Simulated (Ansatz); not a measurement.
Saddle point of CH₄FS (charge -1), closed shell ([CH₃F ([CH3][F]) + HS]⁻ → [CH₃S ([CH3][S]) + HF]⁻; bonds formed: F1–H7, C2–S3; bonds broken: F1–C2, S3–H7), PBE0-D4/def2-TZVPD structure:

F1  (-2.085, -0.649, 0.736)
C2  (-0.314, -0.249, 0.152)
S3  (1.828, 0.196, -0.543)
H4  (-0.726, -0.003, -0.807)
H5  (-0.263, 0.485, 0.932)
H6  (-0.048, -1.268, 0.367)
H7  (1.608, 1.488, -0.837)
(Å)

Energies are electronic, without zero-point energy. Barriers and step energies count from the start structure reached by relaxing down the imaginary mode; all methods use the PBE0-D4 structures, on which another method's saddle can fall below an end. Computed with Ansatz 0.2.0 (basis: def2-TZVPPD, with def2-QZVPPD for the basis limit); correlated methods freeze the cores. B3LYP uses VWN-RPA correlation. Extrapolation: Hartree–Fock as exp(−7.88 √X), correlation as X^−2.97.

```
      method  barrier (kcal/mol)  step energy (kcal/mol)
       SPW92               13.78                  -24.98
      PBE-D4               13.32                  -22.06
     BLYP-D4               12.39                  -19.13
   r2SCAN-D4               16.58                  -19.92
      B97M-V               20.74                  -16.15
     PBE0-D4               20.29                  -20.84
    B3LYP-D4               18.28                  -18.34
  r2SCAN0-D4               21.97                  -19.42
    BHLYP-D4               25.19                  -16.19
CAM-B3LYP-D4               21.90                  -17.97
     wB97X-V               23.39                  -18.20
     wB97M-V               22.61                  -18.09
      B2PLYP               19.66                  -18.41
    PBE-QIDH                   ?                  -20.42
  RPA on PBE                   ?                  -17.15
          HF                   ?                   -8.59
         MP2               22.21                  -21.28
        CCSD               25.92                  -16.88
     CCSD(T)               22.58                  -18.29
```

Fill in the withheld barriers. (To be estimated.)

By the calculation: HF 35.30; RPA on PBE 19.90; PBE-QIDH 23.43 kcal/mol. Each is the energy of the saddle less that of the start structure, by the same method.

For comparison, the barrier by CCSD(T) at an estimated basis limit (MP2 extrapolated from triple and quadruple zeta, plus CCSD(T) − MP2 in triple zeta) is 22.71 kcal/mol.

The T1 diagnostic stays at or below 0.020.

Labels in which every atom is bracketed show which atoms are joined, not bond orders.

For scale, one of the runs: CCSD(T)/def2-TZVPPD, 196 basis functions, launched by `ansatz run in.yaml --threads 2 --pin off --events-out ev --progress --plain --max-ram 4352MiB`. The run took 68 s on 2 CPU threads of an Arm Neoverse V1 (shared host), with 2.3 GiB of host memory at its peak.
